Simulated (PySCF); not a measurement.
Gas-phase reaction: 2 (CH3)3SiH + 4 F ⇌ 2 SiHF2 + C3H6 (propylene) + 3 CH4, at 800 K and a standard pressure of 1 bar. Level: BLYP/def2-TZVP†.

Method: PySCF energies plus ideal-gas RRHO corrections (1 bar). † marks an energy on the PBE0/def2-TZVP geometry and frequencies. Open shells (unrestricted): F (multiplicity 2, electronic degeneracy 6), SiHF2 (multiplicity 2); the rest are closed-shell singlets. Spin-orbit splitting is ignored; it lowers the true energy and changes the entropy of F. SiHF2: computed as isolated molecules; such fragments, hydroxides, amides, oligomers or adducts are transient or little studied in the gas. The harmonic model lacks anharmonicity and excited electronic states, which grow with temperature; levels with a mode under 35 cm⁻¹ are left out. Internal rotation in (CH3)3SiH, C3H6 (propylene) is treated as a harmonic vibration of one conformer, which makes the entropy rough.

```tsv
species	E (Ha)	H(800 K) − E (kJ/mol)	S°(800 K) (J/mol/K)
(CH3)3SiH	-409.82466	421.4	495.9
F	-99.76088	16.6	181.0
SiHF2	-489.93932	78.2	333.2
C3H6 (propylene)	-117.88274	272.4	357.3
CH4	-40.50004	151.8	231.9
```
E: electronic energy; H − E holds the zero-point and thermal terms. 1 Ha = 2625.5 kJ/mol.

**Question.** Work out ΔH°, ΔS°, ΔG° and log10 K from these numbers.

**Answer.** 1. ΔE = 2×(-489.93932) + 1×(-117.88274) + 3×(-40.50004) − 2×(-409.82466) − 4×(-99.76088) = -0.56866 Ha = -1493.0 kJ.
2. Δ(H − E) = 2×(78.2) + 1×(272.4) + 3×(151.8) − 2×(421.4) − 4×(16.6) = -25.0 kJ, so ΔH° = -1518.0 kJ.
3. ΔS° = 2×(333.2) + 1×(357.3) + 3×(231.9) − 2×(495.9) − 4×(181.0) = 3.6 J/K; the number of gas molecules stays the same.
4. ΔG° = ΔH° − TΔS° = -1518.0 − 800×(3.6)/1000 = -1520.9 kJ.
5. log10 K = −ΔG°/(RT ln 10) = 99.28, with RT ln 10 = 15.32 kJ/mol; at standard pressures the products are favoured.
6. A shift of 10 kJ in ΔE would move log10 K by 0.65 here.
For scale, ΔH°(298 K) is -1488 kJ at this level, -1349 kJ at ωB97M-V/def2-TZVP†, and runs from -1621 to -949 kJ over the 18 levels computed.
